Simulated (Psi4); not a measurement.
Dimer: CH4O (SMILES CO) (first 6 atoms) with CH5N (SMILES CN); geometry from S66by8 set.
(charge 0, multiplicity 1):
```xyz
13

O     -2.46635     0.76941    -0.00056
H     -1.49380     0.79529    -0.00560
C     -2.83610    -0.59033    -0.00533
H     -3.92235    -0.63961    -0.00108
H     -2.48283    -1.12107    -0.89468
H     -2.47551    -1.12924     0.87614
N      2.43888     0.57560    -0.01511
H      2.80950     1.08338     0.77803
H      2.80962     1.03994    -0.83436
C      2.91663    -0.81043     0.02236
H      2.52474    -1.34446    -0.83984
H      4.00334    -0.91717     0.02539
H      2.52450    -1.29716     0.91199
```

Computed with Psi4 with SAPT0/jun-cc-pV(D+d)Z.

### Question
Give the four SAPT terms and the total, and say what mostly holds the pair together.

### Answer
electrostatics -52.9, exchange 0.8, induction -2.4, dispersion -5.4, total -59.9 meV; the largest attraction is electrostatics.
